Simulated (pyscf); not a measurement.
Single points on ωB97X-D3(BJ)/def2-SVP structures (PySCF, gas phase).

Estimate by transition-state theory the rate constant of F–W(F)(F)(F)(F)–NH–SiH₃ + H₂ -> H₂N–SiH₃ + F–WH(F)(F)(F)–F (singlet surface; N–W, H–H broken, H–N, H–W formed) at 900 K, with ωB97M-D3(BJ)/def2-TZVP energies (ideal gas, 1 atm, RRHO with modes under 100 cm⁻¹ raised to 100, one conformer, R ln 2 for chiral ones without a mode under 150 cm⁻¹; no tunnelling).

The electronic barrier is 37.1 kcal/mol and the thermal terms add +34.1, so ΔG‡ = 71.1 kcal/mol. With k_BT/h = 1.88e+13 s⁻¹ and RT = 1.788 kcal/mol, and a volume of 1.23e-19 cm³ per molecule at 1 atm, k = 1.2e-23 cm³ molecule⁻¹ s⁻¹. Wigner's tunnelling factor for 1210i cm⁻¹ would be 1.16. A shift of 1 kcal/mol in the barrier changes k by a factor 1.7. On the product side the descent ends in an adduct with a N–W contact, 27.3 kcal/mol under the separated species and 36.9 kcal/mol under the saddle at ωB97X-D3(BJ)/def2-TZVP. What is counted as broken (N–W) persists as a longer contact in the product adduct; parting that adduct is a step of its own. At the saddle there is also a short H–W contact that neither side keeps. This is the saddle that the search found; another between the same sides may lie lower. Elements past Kr carry the def2 core potentials, without spin-orbit coupling.
